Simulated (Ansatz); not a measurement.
Eight cases of atomisation energy with Al to Br (electronic energies, kcal/mol), geometries: B3LYP-D3(BJ)/def2-TZVP. Functionals by Ansatz (an electronic-structure program) in def2-TZVPD; columns hold the difference against the high level (Ansatz, AFQMC by cisd_afqmc): A = CCSD(T)/CBS(cc-pV(Q+d)Z,cc-pV(5+d)Z) + [CCSDT(Q) - CCSD(T)]/cc-pV(5+d)Z + [FCI - CCSDT(Q)]/cc-pV(D+d)Z + core + X2C; B = CCSD(T)/CBS(cc-pV(Q+d)Z,cc-pV(5+d)Z) + [CCSDT(Q) - CCSD(T)]/cc-pV(D+d)Z + core + X2C; C = CCSD(T)/CBS(cc-pV(Q+d)Z,cc-pV(5+d)Z) + [CCSDT(Q) - CCSD(T)]/cc-pV(Q+d)Z + [CCSDTQ - CCSDT(Q)]/cc-pV(D+d)Z + core + X2C; D = CCSD(T)/CBS(cc-pV(T+d)Z,cc-pV(Q+d)Z) + [CCSDT(Q) - CCSD(T)]/cc-pV(D+d)Z + core + X2C; E = CCSD(T)/CBS(cc-pVQZ,cc-pV5Z) + [CCSDT(Q) - CCSD(T)]/cc-pV5Z + [CCSDTQ - CCSDT(Q)]/cc-pVTZ; F = CCSD(T)/CBS(cc-pVQZ,cc-pV5Z) + [CCSDT(Q) - CCSD(T)]/cc-pVQZ + [CCSDTQ - CCSDT(Q)]/cc-pVDZ. The cases were drawn at random from those of this class that have a high level and all functionals, leaving out states under which another spin lies or may lie. Left out are anions, K, Ca, elements past Kr, ionisation of Li, Na and Mg, pi-pi* triplets of linear molecules and other triplets made from a closed-shell parent. Runs that doubt their state, and full CI more than 15 mEh from coupled cluster, are set aside; a case stays where another high level and all functionals remain. AFQMC serves as high level only in triple zeta or larger, with a steady walk, a bar under 0.8 kcal/mol and agreement with other high levels or trials where they ran; where none ran, an unstable determinant or (outside 3d species) a high T1 diagnostic also bars it, so strongly correlated cases are thinned. No case was kept or dropped by the size of a functional's miss. Each difference is the functional minus the high level; affinities count positive where energy is released, gaps as the second state minus the first. Open shells are spin-unrestricted; no spin-orbit coupling. Cores are frozen in correlated methods (noble-gas shells, and filled d and f shells in the p block). Rows without X2C or -DK are non-relativistic. CBS(X,Y): correlation extrapolated as X^-3, Hartree-Fock from the larger set (Q,5: extrapolated as (X+1)exp(-9√X)). A bracket is a step between two methods taken in the basis named. Functionals run without relativity, which enters their misses. 'core' is core correlation in cc-pwCVTZ (1s frozen past Ne), 'X2C' scalar relativity in cc-pVTZ-DK, both at CCSD(T). Full CI freezes restricted core orbitals, also for open shells; the composite that ends in it estimates full CI at the basis-set limit. For partners of very few electrons the exact lower level stands in for a higher one. Spin-orbit terms, left out, reach several kcal/mol for Br and I, and more for heavier atoms. The restricted determinant of H2Si ([SiH2], singlet) is unstable towards broken spin symmetry in at least one set run. The restricted determinant of C2HCl3 (ClC=C(Cl)Cl, singlet) is unstable towards broken spin symmetry in at least one set run. The spin of H2Ga ([GaH2], doublet) was assumed, and the state is the lowest solution found for it.

```csv
case,level,value,PBE,B3LYP,wB97M-V
"HBOCl (SMILES O[B]Cl, doublet)",B,340.5,13.0,-3.6,0.1
SiH2 (SMILES [SiH2]),A,153.6,-5.6,0.1,1.7
"HSiOF3 (trifluoro(hydroxy)silane, SMILES O[Si](F)(F)F)",D,659.2,-6.1,-22.1,-9.5
"SeBr (SMILES [Se]Br, doublet)",F,57.4,8.2,-0.4,-1.8
"PO (SMILES [P]=O, doublet)",C,143.3,9.9,0.6,2.4
"GaH2 (SMILES [GaH2], doublet)",E,113.2,-3.9,-1.6,-0.7
C2HCl3 (SMILES ClC=C(Cl)Cl),B,499.0,23.1,-15.0,0.4
"HBOCl (SMILES ClB[O], doublet)",B,333.1,15.5,0.8,3.7
```

Over these rows, PBE: mean +6.8, mean absolute 10.7, median absolute 9.0, largest +23.1; B3LYP: mean -5.2, mean absolute 5.5, median absolute 1.2, largest -22.1; wB97M-V: mean -0.5, mean absolute 2.5, median absolute 1.8, largest -9.5 kcal/mol. PBE lies above in 5 and below in 3 of the eight.
